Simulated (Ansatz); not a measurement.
## Cl–B–PH, Cl–Al–PH, Cl–Ga–PH: vertical ionisation energies

Ansatz 0.2.0, basis cc-pVDZ; geometries are PBE0/def2-TZVP minima. Wave-function levels freeze the cores with the filled d shells of p-block atoms; HF, MP2 and coupled cluster are restricted for singlets and unrestricted otherwise, restricted open-shell where a d shell is frozen. The reference is CCSDT(Q) (coupled cluster only where its series has nearly closed). An error is the level's value less the reference. None of these values is a measured one. Energies are electronic, without zero-point terms. No spin–orbit coupling and no scalar relativity. The set is small: such energies can lie up to about 0.3 eV from the limit, spin gaps mostly less, so near ties and functionals' places can change in larger sets. The species are chosen: bound, without strong static correlation by their natural occupations or amplitudes, in their lowest spin state as far as vertical gaps and like structures tell, with only the lowest ion state computed, and with a ladder that closes on the reference, so errors are smaller than for species at large; levels whose determinant breaks symmetry or spin markedly are left out.

```
          species                                                               bonds (Å)                            quantity  symmetry of the states  reference  value (eV)  error CCSD  error CCSD(T)  error CCSDT
 Cl–B–PH, singlet     B–Cl 1.691, B–P 1.706, P–H 1.481, angles at B 177°, angles at P 61°  vertical ionisation to the doublet                   A / A   CCSDT(Q)       8.902      -0.043          0.005       -0.006
Cl–Al–PH, singlet  Al–Cl 2.078, Al–P 2.136, P–H 1.444, angles at Al 179°, angles at P 78°  vertical ionisation to the doublet                   A / A   CCSDT(Q)       7.905      -0.081         -0.007       -0.010
```

Problem. One member is withheld: Cl–Ga–PH, singlet (Cl–Ga 2.111, P–Ga 2.136, P–H 1.435, angles at Ga 178°, angles at P 83°), where CCSD gives 7.874 eV for the vertical ionisation to the doublet. Estimate from the other members what CCSDT(Q) gives.

Solution. The errors of CCSD for the others average -0.062 eV; taking that off gives 7.936, which misses by 0.011, against 0.073 without the correction. The computed value at CCSDT(Q) is 7.947 eV. Errors against it: CCSD -0.073, CCSD(T) -0.008, CCSDT -0.011.

Al and Ga lie within 0.05 eV, too close for this set-up to order.
